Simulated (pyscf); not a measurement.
Optimised with ωB97X-D3(BJ)/def2-SVP in PySCF. Correlated levels are frozen-core, on RHF or UHF. ΔMP2 is the change of the MP2 total energy from the triple- to the quadruple-zeta basis.

**Question.** Estimate by transition-state theory (the high-pressure limit) the rate constant of H₂C=SiH₂ (SMILES C=[SiH2]) + HCl (SMILES Cl) -> H₃C–SiH₂–Cl (SMILES C[SiH2]Cl) (singlet surface; Cl–H broken, C–H, Cl–Si formed) at 298 K, with CCSD(T)/def2-TZVPP + ΔMP2(QZVPP) energies (ideal gas, 1 atm, RRHO with modes under 100 cm⁻¹ raised to 100, one conformer, R ln 2 for chiral ones without a mode under 150 cm⁻¹; no tunnelling).

**Answer.** The electronic barrier is 6.6 kcal/mol and the thermal terms add +8.2, so ΔG‡ = 14.8 kcal/mol. With k_BT/h = 6.21e+12 s⁻¹ and RT = 0.592 kcal/mol, and a volume of 4.06e-20 cm³ per molecule at 1 atm, k = 3.5e-18 cm³ molecule⁻¹ s⁻¹. The product is born with the 83 kcal/mol of the reverse barrier and needs collisions to keep. Wigner's tunnelling factor for 954i cm⁻¹ would be 1.88, likely too low at so high a frequency. A shift of 1 kcal/mol in the barrier changes k by a factor 5.4. On the reactant side the descent ends in a complex, 4.7 kcal/mol under the separated species and 6.5 kcal/mol under the saddle at ωB97X-D3(BJ)/def2-TZVP. On the product side the descent ends in a point that may be a rotor saddle (no frequency run), 1.6 kcal/mol over the lowest minimum found and 84.1 kcal/mol under the saddle at ωB97X-D3(BJ)/def2-TZVP. At ωB97X-D3(BJ)/def2-TZVP the barrier from the zero used here is 1.8 kcal/mol. This is the saddle that the search found; another between the same sides may lie lower. The CCSD(T) − MP2 part came from Ansatz, without density fitting, on the same reference.
